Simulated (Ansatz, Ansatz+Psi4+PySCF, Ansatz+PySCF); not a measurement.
| atom | x (Å) | y (Å) | z (Å) |
| --- | --- | --- | --- |
| C | 0.0000 | 0.0000 | 1.3645 |
| C | 0.0000 | 1.2211 | 0.7420 |
| C | 0.0000 | -1.2211 | 0.7420 |
| C | 0.0000 | 1.2091 | -0.6570 |
| C | 0.0000 | -1.2091 | -0.6570 |
| C | 0.0000 | 0.0000 | -1.3457 |
| H | 0.0000 | 2.1532 | 1.2913 |
| H | 0.0000 | -2.1532 | 1.2913 |
| H | 0.0000 | 2.1454 | -1.2006 |
| H | 0.0000 | -2.1454 | -1.2006 |
| H | 0.0000 | 0.0000 | -2.4274 |

Basis set: cc-pVTZ (spherical functions). Left uncorrelated: 6 orbitals. Correlation on ROHF uses semicanonical orbitals with singles. Charge 0, multiplicity 2.

Computed with Ansatz (development build ahead of 0.2.0); each method stands on the lowest determinant of its kind that the runs found.

The atomization energy at this shape (free ground-state atoms in the same class of orbitals less the molecule, no zero-point energy) of doublet C6H5:

```csv
method,atomization energy
ROHF-MP2,1249.49 kcal/mol
UHF-MP2,1225.67 kcal/mol
ROHF,945.03 kcal/mol
```

Task: What does UHF give?

Result: 934.67 kcal/mol. Caution for UHF-MP2, UHF: the unrestricted determinant is spin contaminated.
